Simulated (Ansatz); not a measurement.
Input file:

```yaml
crystal:
  periodic: [false, false, false]
  atoms:
    - {symbol: Al, position_ang: [0.000000, 0.000000, 0.511118]}
    - {symbol: Al, position_ang: [0.000000, 0.000000, -4.145983]}
    - {symbol: H, position_ang: [0.000000, 0.000000, 3.634864]}
basis:
  gaussian: {orbitals: def2-mTZVP}
magnetization: {spin_polarized: false, initial_magnetization: 3}
correlation: {method: sc_nevpt2, electrons: outside_noble_gas, active_space: {window: {electrons: 3, orbitals: 5}}}
```

```sh
$ ansatz run in.yaml --threads 1 --pin off --events-out ev --progress --plain --max-ram 2393MiB
```

Output:

```
423 factors; integrals over basis functions are off by at most 3.0e-4 eV
mean field evaluation 1: about -13175.3873 eV, gradient 5.2e0 eV
mean field evaluation 2: about -13175.4137 eV, gradient 5.2e0 eV
mean field evaluation 4: about -13176.3720 eV, gradient 1.8e0 eV
mean field evaluation 8: about -13176.8661 eV, gradient 9.1e-1 eV
mean field evaluation 16: about -13176.8999 eV, gradient 1.4e-3 eV
mean field evaluation 32: about -13176.8999 eV, gradient 4.2e-5 eV
mean field evaluation 64: about -13176.8999 eV, gradient 1.2e-6 eV
mean field evaluation 96: about -13176.2483 eV, gradient 5.1e0 eV
mean field evaluation 128: about -13176.8451 eV, gradient 1.2e0 eV
mean field evaluation 160: about -13176.2889 eV, gradient 1.9e-1 eV
mean field evaluation 192: about -13176.7921 eV, gradient 4.5e-5 eV
mean field evaluation 224: about -13176.8993 eV, gradient 1.0e-1 eV
mean field evaluation 256: about -13176.8999 eV, gradient 1.6e-6 eV
mean field -13176.89993874 eV, -484.2421411251 hartree, gradient 1.6e-6 eV, S^2 3.750000; 17 other end points of the search recorded, 0 dependent functions left out
reference -13176.89993874 eV, -484.2421411251 hartree; 15, 12 occupied and 32, 35 virtual orbitals, 423 factors
state -13176.93780737 eV, -484.2435327715 hartree
state -13176.93780737 eV, -484.2435327715 hartree; corrected -13178.45560153 eV, -484.2993106782 hartree
state -13174.08939304 eV, -484.1388554757 hartree
state -13174.08939304 eV, -484.1388554757 hartree; corrected -13175.38826049 eV, -484.1865879742 hartree
state -13176.93780737 eV, -484.2435327715 hartree; corrected -13178.45560153 eV, -484.2993106782 hartree
Total energy: -13178.45560153 eV, -484.2993106782 hartree
```

Ran on 1 thread of Intel Xeon 6975P-C, shared host: 5 s wall, 0.19 GiB peak host memory.
